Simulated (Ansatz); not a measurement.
Cost and result for the atomization energy of C4H6O, SMILES `C#CC(C)O` (11 atoms, 10 bonds).

```json
{"atom": "C1", "x (Å)": "-0.257", "y (Å)": "0.455", "z (Å)": "2.252"}
{"atom": "C2", "x (Å)": "-0.036", "y (Å)": "0.062", "z (Å)": "1.140"}
{"atom": "C3", "x (Å)": "0.259", "y (Å)": "-0.429", "z (Å)": "-0.207"}
{"atom": "C4", "x (Å)": "-0.680", "y (Å)": "0.158", "z (Å)": "-1.242"}
{"atom": "O5", "x (Å)": "1.580", "y (Å)": "-0.104", "z (Å)": "-0.602"}
{"atom": "H6", "x (Å)": "-0.457", "y (Å)": "0.810", "z (Å)": "3.236"}
{"atom": "H7", "x (Å)": "0.131", "y (Å)": "-1.522", "z (Å)": "-0.194"}
{"atom": "H8", "x (Å)": "-0.423", "y (Å)": "-0.237", "z (Å)": "-2.226"}
{"atom": "H9", "x (Å)": "-0.581", "y (Å)": "1.244", "z (Å)": "-1.260"}
{"atom": "H10", "x (Å)": "-1.713", "y (Å)": "-0.100", "z (Å)": "-1.011"}
{"atom": "H11", "x (Å)": "2.176", "y (Å)": "-0.337", "z (Å)": "0.116"}
```

Charge 0, multiplicity 1. The structure was optimised at the PBE0-D4/def2-TZVP level. It is one conformer, not always the lowest. Program: Ansatz. All runs use 4 threads of an Arm Neoverse V1 on a shared host. Times are those of one run each, without the atoms' runs, and a repeat can differ threefold. Electronic energies, without spin–orbit coupling; frozen cores. CCSD(T)/CBS adds CCSD(T) − MP2 in def2-TZVPP to the MP2 limit, and its time is that of the two runs behind it. T1 = 0.011. B3LYP takes the VWN-RPA correlation (the form of Gaussian; ORCA's B3LYP/G).

CCSD(T)/CBS is a level of theory with its own doubt, some kJ/mol a heavy atom from the limit and from the frozen cores, so smaller differences don't rank the functionals.

```csv
level,functions,wall time,atomization (kcal/mol),difference from CCSD(T)/CBS,per bond
revPBE-D4/def2-TZVPP,239,1.6 s,1097.9,1.9,0.2
BLYP-D4/def2-TZVPP,239,1.6 s,1097.6,1.6,0.2
BHLYP-D4/def2-TZVPP,239,2.1 s,1058.0,-38.0,-3.8
CAM-B3LYP-D4/def2-TZVPP,239,2.3 s,1100.0,4.0,0.4
B3LYP-D4/def2-TZVPP (with forces),239,3.3 s,1095.7,-0.3,0.0
r2SCANh-D4/def2-TZVPP,239,3.5 s,1090.4,-5.6,-0.6
CCSD(T)/def2-SVP,100,3.7 s,1048.2,-47.8,-4.8
ωB97X-V/def2-TZVPP,239,6 s,1094.4,-1.6,-0.2
B97M-V/def2-TZVPP,239,7 s,1095.1,-0.9,-0.1
ωB97M-V/def2-TZVPP (with forces),239,8 s,1098.8,2.8,0.3
MP2/def2-QZVPP,465,18 s,1109.8,13.8,1.4
CCSD(T)/def2-TZVPP,239,98 s,1068.9,-27.1,-2.7
CCSD(T)/CBS(def2),–,120 s,1096.0,0.0,0.0
```

From r2SCAN to r2SCAN0 (25 % exact exchange), in def2-TZVPP and without D4, the atomization energy moves by −19.0 kcal/mol: exact exchange takes away binding that semilocal exchange gives to molecules. Leaving LDA and LC-ωPBE aside and taking each functional with its dispersion term where it has one, the values, not all of them listed here, spread over 69.9 kcal/mol, from BHLYP-D4 to PBE-D4. LDA lies +141.5 kcal/mol from PBE without D4, its usual overbinding. At CCSD(T), def2-SVP lies −47.8 kcal/mol from the extrapolated value and def2-TZVPP −27.2 kcal/mol: correlation converges slowly with the basis, and small sets miss more of it in the bonded molecule than in its fragments.
